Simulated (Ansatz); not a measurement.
Input file:

```yaml
crystal:
  periodic: [false, false, false]
  atoms:
    - {symbol: Cl, position_ang: [0.000000, -0.697134, 1.696808]}
    - {symbol: Ge, position_ang: [0.000000, 0.627975, -0.046205]}
    - {symbol: Si, position_ang: [0.000000, -0.744178, -2.022417]}
basis:
  gaussian: {orbitals: cc-pVDZ}
magnetization: {spin_polarized: true, initial_magnetization: 5}
correlation: {method: ccsdt_q, electrons: outside_noble_gas}
```

```sh
$ ansatz run in.yaml --threads 1 --pin off --events-out ev --progress --plain --max-ram 2393MiB
```

Output:

```
1244 factors; integrals over basis functions are off by at most 1.3e-7 eV
mean field evaluation 1: about -76833.4099 eV, gradient 8.4e0 eV
mean field evaluation 2: about -76833.5896 eV, gradient 8.5e0 eV
mean field evaluation 4: about -76835.1647 eV, gradient 2.6e0 eV
mean field evaluation 8: about -76835.5577 eV, gradient 5.3e-1 eV
mean field evaluation 16: about -76835.5754 eV, gradient 9.6e-6 eV
mean field evaluation 32: about -76833.1821 eV, gradient 2.5e-3 eV
mean field evaluation 64: about -76830.6015 eV, gradient 1.5e1 eV
mean field evaluation 96: about -76833.2137 eV, gradient 4.3e0 eV
mean field evaluation 128: about -76832.1577 eV, gradient 1.3e0 eV
mean field evaluation 160: about -76833.1818 eV, gradient 5.8e-2 eV
...
mean field -76835.57539777 eV, -2823.6553148447 hartree, gradient 9.5e-6 eV, S^2 8.758418; 6 other end points of the search recorded, 0 dependent functions left out
determinant -76835.57539777 eV, -2823.6553148447 hartree, with singles and doubles -76842.57225809 eV, -2823.9124447187 hartree
determinant -76833.18212947 eV, -2823.5673638567 hartree, with singles and doubles -76840.50374552 eV, -2823.8364282837 hartree
determinant -76833.12138360 eV, -2823.5651314872 hartree, with singles and doubles -76840.51570310 eV, -2823.8368677166 hartree
determinant -76832.35753132 eV, -2823.5370604335 hartree, with singles and doubles -76839.81713408 eV, -2823.8111957786 hartree
24 core orbitals not correlated: weight in the atoms' cores, before any rotation towards them, 0.999 or more for the frozen orbitals, at most 0.001 for the correlated occupied ones
reference -76835.57539777 eV, -2823.6553148447 hartree; 10, 5 occupied and 29, 34 virtual orbitals, 1244 factors
second order -6.08719978 eV of doubles, -0.00000000 eV of singles
...
cycle  12  -7.25599614 eV  change    1.0e-5 eV  update   8.9e-5
cycle  13  -7.25600428 eV  change   -8.1e-6 eV  update   4.1e-5
cycle  14  -7.25602429 eV  change   -2.0e-5 eV  update   2.4e-5
cycle  15  -7.25605016 eV  change   -2.6e-5 eV  update   1.3e-5
cycle  16  -7.25605624 eV  change   -6.1e-6 eV  update   7.4e-6
cycle  17  -7.25605731 eV  change   -1.1e-6 eV  update   4.4e-6
cycle  18  -7.25605708 eV  change    2.3e-7 eV  update   3.1e-6
cycle  19  -7.25605741 eV  change   -3.2e-7 eV  update   1.9e-6
cycle  20  -7.25605899 eV  change   -1.6e-6 eV  update   1.3e-6
cycle  21  -7.25606011 eV  change   -1.1e-6 eV  update   8.0e-7
perturbative correction -0.02030911 eV, -0.0007463461 hartree
Total energy: -76842.85176699 eV, -2823.9227164814 hartree
```

Ran on 1 thread of Intel Xeon Platinum 8488C, shared host: 67 s wall, 0.65 GiB peak host memory.
